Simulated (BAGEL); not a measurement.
**HF/STO-3G (density fitting with qzvpp-jkfit) run of C3H4NO− (SMILES N#CCC[O-])**

Aim: the vertical ionisation energy of C3H4NO− at HF/STO-3G (density fitting with qzvpp-jkfit), from 2 runs. 

Program for the calculation: BAGEL 1.2.2.

8 further runs of the same task are left out: 2 that didn't finish, 6 set aside as unsound or not needed.

**1. Starting point**

C3H4NO− has 9 atoms, charge -1, and is taken as a singlet. As SMILES, `N#CCC[O-]`. The coordinates come from a GFN2-xTB relaxation. This is one conformer, not always the lowest.

Bond lengths: N1–C2 1.156 Å, C2–C3 1.407 Å, C3–C4 1.657 Å, C4–O5 1.284 Å, C3–H6 1.091 Å, C3–H7 1.091 Å, C4–H8 1.136 Å, C4–H9 1.137 Å. Some angles: N1–C2–C3 176.0°, C2–C3–C4 112.7°, C3–C4–O5 112.3°, C2–C3–H6 111.2°, C2–C3–H7 111.2°, C4–C3–H6 106.0°, C4–C3–H7 106.0°, C3–C4–H8 103.0°, C3–C4–H9 103.0°, O5–C4–H8 115.9°.

**2. A single-point energy at HF/STO-3G (density fitting with qzvpp-jkfit)**

The input, input.json:

```json
{ "bagel" : [

{
  "title" : "molecule",
  "basis" : "sto-3g",
  "df_basis" : "qzvpp-jkfit",
  "angstrom" : true,
  "geometry" : [
    { "atom" : "N", "xyz" : [      -1.199830,       1.950980,       1.223020 ] },
    { "atom" : "C", "xyz" : [      -0.455350,       1.106740,       0.958540 ] },
    { "atom" : "C", "xyz" : [       0.399650,       0.065200,       0.554450 ] },
    { "atom" : "C", "xyz" : [      -0.054630,      -0.612710,      -0.888200 ] },
    { "atom" : "O", "xyz" : [       0.732460,      -1.560040,      -1.250850 ] },
    { "atom" : "H", "xyz" : [       1.419530,       0.425510,       0.408950 ] },
    { "atom" : "H", "xyz" : [       0.401770,      -0.748760,       1.281630 ] },
    { "atom" : "H", "xyz" : [      -1.135610,      -0.909760,      -0.701550 ] },
    { "atom" : "H", "xyz" : [      -0.107990,       0.282830,      -1.585990 ] }
  ]
},

{
  "title" : "hf",
  "charge" : -1
},

{
  "title" : "print",
  "file" : "orbitals.molden",
  "orbitals" : true
}

]}
```

On the command line:

```console
$ BAGEL_NUM_THREADS=1 BAGEL input.json > input.out
```

Log:

```text
* using 1 threads per process

  ===============================================================
  ===============================================================

  *** Geometry ***

  { "atom" : "N", "xyz" : [     -2.267350,      3.686818,      2.311173 ] },
  { "atom" : "C", "xyz" : [     -0.860487,      2.091435,      1.811378 ] },
  { "atom" : "C", "xyz" : [      0.755229,      0.123210,      1.047759 ] },
  { "atom" : "C", "xyz" : [     -0.103236,     -1.157854,     -1.678455 ] },
  { "atom" : "O", "xyz" : [      1.384149,     -2.948048,     -2.363764 ] },
  { "atom" : "H", "xyz" : [      2.682523,      0.804097,      0.772803 ] },
  { "atom" : "H", "xyz" : [      0.759235,     -1.414951,      2.421930 ] },
  { "atom" : "H", "xyz" : [     -2.145992,     -1.719197,     -1.325737 ] },
  { "atom" : "H", "xyz" : [     -0.204072,      0.534471,     -2.997087 ] },

  Number of auxiliary basis functions:      451

  Since a DF basis is specified, we compute 2- and 3-index integrals:
    o Being stored without compression. Storage requirement is 0.003 GB

  Number of basis functions:       29
  Number of electrons      :       37

    * METHOD: MOLECULE                             0.29

  *** RHF ***

  === Nuclear Repulsion ===
   145.7975939220

      * DIIS with orbital gradients will be used.

  === RHF iteration (sto-3g) ===
      0       -241.64532688          0.02979630           0.02
      1       -241.75673416          0.02420713           0.02
      2       -241.86541620          0.00267045           0.02
      3       -241.86763322          0.00100778           0.02
      4       -241.86798660          0.00026701           0.02
      5       -241.86802759          0.00007850           0.02
      6       -241.86803147          0.00002872           0.02
      7       -241.86803205          0.00001351           0.03
      8       -241.86803219          0.00000620           0.03
      9       -241.86803221          0.00000247           0.02
     10       -241.86803222          0.00000086           0.03
     11       -241.86803222          0.00000023           0.02
     12       -241.86803222          0.00000006           0.03
     13       -241.86803222          0.00000003           0.02
     14       -241.86803222          0.00000001           0.02
     15       -241.86803222          0.00000001           0.03
    * SCF iteration converged.

    * Permanent dipole moment:
           (    0.082331,    -0.934591,    -1.167376) a.u.

    * METHOD: HF                                   0.52

    * METHOD: PRINT                                0.00

  ===============================================================
```

Run time: 1.1 s. Hardware: 1 thread of Intel Xeon Platinum 8488C (Sapphire Rapids), shared host.

**3. Doublet neutral C3H4NO, same level**

Edit input.json of step 2 so:

```diff
@@ -20,12 +20,5 @@
 
-{
-  "title" : "hf",
-  "charge" : -1
-},
+{ "title" : "uhf", "nopen" : 1 },
 
-{
-  "title" : "print",
-  "file" : "orbitals.molden",
-  "orbitals" : true
-}
+{ "title" : "print", "file" : "orbitals.molden", "orbitals" : true }
```

On the command line:

```console
$ BAGEL_NUM_THREADS=1 BAGEL input.json > input.out
```

Log:

```text
* using 1 threads per process

  ===============================================================
  ===============================================================

  *** Geometry ***

  { "atom" : "N", "xyz" : [     -2.267350,      3.686818,      2.311173 ] },
  { "atom" : "C", "xyz" : [     -0.860487,      2.091435,      1.811378 ] },
  { "atom" : "C", "xyz" : [      0.755229,      0.123210,      1.047759 ] },
  { "atom" : "C", "xyz" : [     -0.103236,     -1.157854,     -1.678455 ] },
  { "atom" : "O", "xyz" : [      1.384149,     -2.948048,     -2.363764 ] },
  { "atom" : "H", "xyz" : [      2.682523,      0.804097,      0.772803 ] },
  { "atom" : "H", "xyz" : [      0.759235,     -1.414951,      2.421930 ] },
  { "atom" : "H", "xyz" : [     -2.145992,     -1.719197,     -1.325737 ] },
  { "atom" : "H", "xyz" : [     -0.204072,      0.534471,     -2.997087 ] },

  Number of auxiliary basis functions:      451

  Since a DF basis is specified, we compute 2- and 3-index integrals:
    o Being stored without compression. Storage requirement is 0.003 GB

  Number of basis functions:       29
  Number of electrons      :       37

    * METHOD: MOLECULE                             0.19

  *** Open-shell HF ***

  === Nuclear Repulsion ===
   145.7975939220

      * DIIS with orbital gradients will be used.

  === UHF iteration (sto-3g) ===
      0       -241.70153383          0.06786495           0.03
      1       -241.87041949          0.05637901           0.04
      2       -241.94203413          0.04735556           0.03
      3       -242.04249632          0.00485873           0.03
      4       -242.04621792          0.00210413           0.04
      5       -242.04717053          0.00027215           0.03
      6       -242.04722161          0.00013687           0.03
      7       -242.04725690          0.00007216           0.03
      8       -242.04728619          0.00003249           0.03
      9       -242.04730670          0.00001496           0.04
     10       -242.04731586          0.00001025           0.03
     11       -242.04732752          0.00000919           0.03
     12       -242.04734271          0.00000864           0.03
     13       -242.04736449          0.00000829           0.03
     14       -242.04738941          0.00000810           0.03
     15       -242.04744772          0.00000825           0.04
     16       -242.04746362          0.00000823           0.03
     17       -242.04749473          0.00000707           0.04
     18       -242.04758147          0.00005972           0.03
     19       -242.04759853          0.00001765           0.04
     20       -242.04760038          0.00000814           0.04
     21       -242.04760147          0.00000331           0.04
     22       -242.04760184          0.00000084           0.03
     23       -242.04760184          0.00000049           0.04
     24       -242.04760184          0.00000048           0.04
     25       -242.04760184          0.00000048           0.03
     26       -242.04760184          0.00000048           0.03
     27       -242.04760184          0.00000048           0.04
     28       -242.04760184          0.00000048           0.04
     29       -242.04760184          0.00000048           0.03
     30       -242.04760184          0.00000047           0.03
     31       -242.04760183          0.00000045           0.04
     32       -242.04760179          0.00000041           0.04
     33       -242.04760170          0.00000032           0.04
     34       -242.04760168          0.00000028           0.04
     35       -242.04760175          0.00000022           0.04
     36       -242.04760182          0.00000013           0.05
     37       -242.04760182          0.00000010           0.05
     38       -242.04760182          0.00000007           0.05
     39       -242.04760182          0.00000005           0.05
     40       -242.04760182          0.00000004           0.05
     41       -242.04760183          0.00000003           0.06
     42       -242.04760183          0.00000002           0.06
     43       -242.04760183          0.00000001           0.05
    * SCF iteration converged.

    * S^2 (UHF) is 0.8344

    * Permanent dipole moment:
           (   -0.448196,     0.473305,     0.111166) a.u.

    * METHOD: UHF                                  1.82

    * METHOD: PRINT                                0.00

  ===============================================================
```

Wall time 2.3 s (1 thread of Intel Xeon Platinum 8488C (Sapphire Rapids), shared host).

**4. What came out**

Level: HF/STO-3G (density fitting with qzvpp-jkfit).

```
                                                              quantity          value
                                         singlet C3H4NO−: total energy  -241.86803 Eh
                                          singlet C3H4NO−: HOMO energy        2.45 eV
                                          singlet C3H4NO−: LUMO energy       14.76 eV
singlet C3H4NO−: HOMO–LUMO gap (to an unbound level, set by the basis)       12.31 eV
                                  doublet neutral C3H4NO: total energy  -242.04760 Eh
                                 doublet neutral C3H4NO: dipole moment         1.68 D
                                          doublet neutral C3H4NO: ⟨S²⟩          0.834
                   vertical detachment energy (to the doublet neutral)      -4.886 eV
```

In words: The species is unbound against losing an electron at this level, by 4.89 eV (−471 kJ/mol); missing correlation or diffuse functions can give that sign where the real anion is bound. In a minimal basis such a difference can be off by several eV, whatever the method. The HOMO (singlet C3H4NO−) lies at positive energy, 2.45 eV: the electron is unbound at this level or held by a compact basis; values depend on the basis.
